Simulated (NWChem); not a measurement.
# Correlation energy of allene (C$_{3}$H$_{4}$)

```xyz
7

C      0.0000     0.0000     1.3078
C      0.0000     0.0000     0.0000
C      0.0000     0.0000    -1.3078
H      0.0000    -0.9368     1.8749
H      0.0000     0.9368     1.8749
H      0.9368     0.0000    -1.8749
H     -0.9368     0.0000    -1.8749
```
Charge 0, spin multiplicity 1.

The numbers come from NWChem runs, not from measurements. The geometry was optimised at PBE0/def2-SVP, a minimum by its harmonic frequencies.

Basis set: 3-21G. Each correlation energy counts from its own Hartree-Fock reference.

| method | correlation energy (mHa) | difference from CCSD(T) |
|---|---|---|
| CCSD(T) | -307.3 | 0.0 |
| CCSD | -297.4 | +9.9 |
| SCS-MP2 | -266.2 | +41.1 |
| MP2 | -264.2 | +43.1 |
| CR-CCSD[T] | -305.4 | +1.8 |
| CCSD+T(CCSD) | -307.9 | -0.6 |
| CR-CCSD(T) | -305.0 | +2.3 |

The values span 43.7 mHa, from CCSD+T(CCSD) (lowest) to MP2 (highest). 

The correlated methods keep 3 core orbitals frozen. Differences from the coupled-cluster row are differences between methods, not errors against experiment.
